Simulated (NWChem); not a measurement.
## Correlation energy of B (-1)

```xyz
1

B      0.0000     0.0000     0.0000
```
Charge -1, spin multiplicity 3.

Everything below was run with NWChem.

Basis set: aug-cc-pVDZ. Each correlation energy counts from its own Hartree-Fock reference.

The correlated methods keep 1 core orbital frozen. No SCF solution was tested for a lower state. Open-shell Hartree-Fock references start from PBE0 orbitals. No row is a measurement; the coupled-cluster row has its own basis-set and correlation limits.

### Question
Order these methods by the correlation energy they give, lowest first: CCSD[T] on UHF, CCSD[T] on ROHF, UMP2, CCSD on UHF.

### Answer
CCSD[T] on ROHF (-80.8 mHa), CCSD[T] on UHF (-77.9 mHa), CCSD on UHF (-75.3 mHa), UMP2 (-53.4 mHa)
